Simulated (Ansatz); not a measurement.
Cost and result for the atomization energy of C$_{3}$H$_{3}$FS, SMILES `FC1C=C1S` (8 atoms, 8 bonds).

Total charge 0; spin multiplicity 1. The structure was optimised at the PBE0-D4/def2-TZVP level. It is one conformer, not always the lowest. Program: Ansatz. All runs use 2 threads of an Arm Neoverse V1 on a shared host. Times are those of one run each, without the atoms' runs, and a repeat can differ threefold. Electronic energies, without spin–orbit coupling; frozen cores. CCSD(T)/CBS adds CCSD(T) − MP2 in def2-TZVPP to the MP2 limit, and its time is that of the two runs behind it. T1 = 0.012. B3LYP takes the VWN-RPA correlation (the form of Gaussian; ORCA's B3LYP/G).

CCSD(T)/CBS is a level of theory with its own doubt, some kJ/mol a heavy atom from the limit and from the frozen cores, so smaller differences don't rank the functionals.

| level | functions | wall time |
| --- | --- | --- |
| PBE0-D4/def2-TZVPP | 208 | 3.5 s |
| BHLYP-D4/def2-TZVPP | 208 | 3.5 s |
| CAM-B3LYP-D4/def2-TZVPP | 208 | 3.7 s |
| CCSD(T)/def2-SVP | 89 | 4.2 s |
| B3LYP-D4/def2-TZVPP (with forces) | 208 | 5.5 s |
| r2SCANh-D4/def2-TZVPP | 208 | 6 s |
| r2SCAN-D4/def2-TZVPP (with forces) | 208 | 6.5 s |
| PBE-QIDH/def2-TZVPP | 208 | 6.5 s |
| ωB97X-V/def2-TZVPP | 208 | 9.5 s |
| B97M-V/def2-TZVPP | 208 | 11 s |
| MP2/def2-QZVPP | 388 | 23 s |
| CCSD(T)/def2-TZVPP | 208 | 110 s |
| CCSD(T)/CBS(def2) | – | 2.3 min |

Q: What atomization energy does each give, and how far from CCSD(T)/CBS? (Estimate.)

A: The calculation gave: 
| level | atomization (kJ/mol) | difference from CCSD(T)/CBS | per bond |
| --- | --- | --- | --- |
| PBE0-D4/def2-TZVPP | 3238.5 | 68.5 | 8.6 |
| BHLYP-D4/def2-TZVPP | 3034.0 | -136.0 | -17.0 |
| CAM-B3LYP-D4/def2-TZVPP | 3188.2 | 18.2 | 2.3 |
| CCSD(T)/def2-SVP | 3007.8 | -162.2 | -20.3 |
| B3LYP-D4/def2-TZVPP (with forces) | 3177.2 | 7.2 | 0.9 |
| r2SCANh-D4/def2-TZVPP | 3184.0 | 14.0 | 1.8 |
| r2SCAN-D4/def2-TZVPP (with forces) | 3215.8 | 45.8 | 5.7 |
| PBE-QIDH/def2-TZVPP | 3185.8 | 15.8 | 2.0 |
| ωB97X-V/def2-TZVPP | 3196.2 | 26.2 | 3.3 |
| B97M-V/def2-TZVPP | 3210.6 | 40.6 | 5.1 |
| MP2/def2-QZVPP | 3241.7 | 71.7 | 9.0 |
| CCSD(T)/def2-TZVPP | 3075.8 | -94.2 | -11.8 |
| CCSD(T)/CBS(def2) | 3170.0 | 0.0 | 0.0 |

Leaving LDA and LC-ωPBE aside and taking each functional with its dispersion term where it has one, the values, not all of them listed here, spread over 305.2 kJ/mol, from BHLYP-D4 to PBE-D4. LDA lies +472.2 kJ/mol from PBE without D4, its usual overbinding. From PBE to PBE0 (25 % exact exchange), in def2-TZVPP and without D4, the atomization energy moves by −98.1 kJ/mol: exact exchange takes away binding that semilocal exchange gives to molecules. The D4 term adds +25.8 kJ/mol with B3LYP and +13.4 kJ/mol with PBE0; it sums over pairs of atoms, weighted by their polarisabilities, and B3LYP, whose exchange is more repulsive, gets the larger term.
